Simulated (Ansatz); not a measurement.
```yaml
crystal:
  periodic: [false, false, false]
  atoms:
    - {symbol: F, position_ang: [-2.289067, -0.235292, -0.008182]}
    - {symbol: Ge, position_ang: [-0.685837, 0.662858, 0.011289]}
    - {symbol: Ge, position_ang: [1.304981, -0.630270, -0.009658]}
    - {symbol: H, position_ang: [-1.474290, 2.086435, 0.036663]}
basis:
  gaussian: {orbitals: def2-TZVP}
magnetization: {spin_polarized: true, initial_magnetization: 2}
hamiltonian: {xc: pbe0}
relax: {f_tol: 0.004, max_steps: 80}
```

```sh
$ ansatz run in.yaml --threads 1 --pin off --events-out ev --progress --plain --max-ram 2176MiB
```

Steps of the relaxation (energy above the last step; positions in Å, forces in eV/Å):

```
4
step 1, 186.7 meV
F    -2.289   -0.235   -0.008    1.491    0.576    0.013
Ge   -0.686    0.663    0.011   -2.515    0.077   -0.003
Ge    1.305   -0.630   -0.010    0.187    0.008    0.000
H    -1.474    2.086    0.037    0.837   -0.661   -0.011
```

```
4
step 2, 60.2 meV
F    -2.293   -0.343   -0.010    0.825    0.867    0.018
Ge   -0.794    0.654    0.011   -0.797   -0.621   -0.013
Ge    1.266   -0.562   -0.008    0.036    0.081    0.002
H    -1.323    2.135    0.038   -0.064   -0.326   -0.006
```

```
4
step 3, 14.1 meV
F    -2.370   -0.271   -0.009    0.637    0.409    0.009
Ge   -0.811    0.587    0.010   -0.479   -0.372   -0.008
Ge    1.327   -0.501   -0.007   -0.090    0.026    0.000
H    -1.289    2.069    0.037   -0.069   -0.063   -0.001
```

```
4
step 5, 0.0 meV
F    -2.338   -0.252   -0.009   -0.003    0.000    0.000
Ge   -0.806    0.590    0.010    0.006   -0.008    0.000
Ge    1.315   -0.513   -0.007   -0.001    0.002    0.000
H    -1.315    2.059    0.036   -0.002    0.006    0.000
```

```
4
step 6, 0.0 meV
F    -2.340   -0.251   -0.009    0.000   -0.001    0.000
Ge   -0.806    0.588    0.010    0.002   -0.001    0.000
Ge    1.316   -0.512   -0.007   -0.001   -0.001    0.000
H    -1.314    2.058    0.036   -0.001    0.003    0.000
```

Close pairs at the end: Ge2–H4 1.555 Å, F1–Ge2 1.748 Å, Ge2–Ge3 2.391 Å.

A stationary point of unrestricted PBE0 after 6 steps, with ⟨S²⟩ = 2.006 against 2.00 for a pure state; no frequencies were run, so it isn't proven a minimum. 79 s on 1 thread of Arm Neoverse V1, shared host.
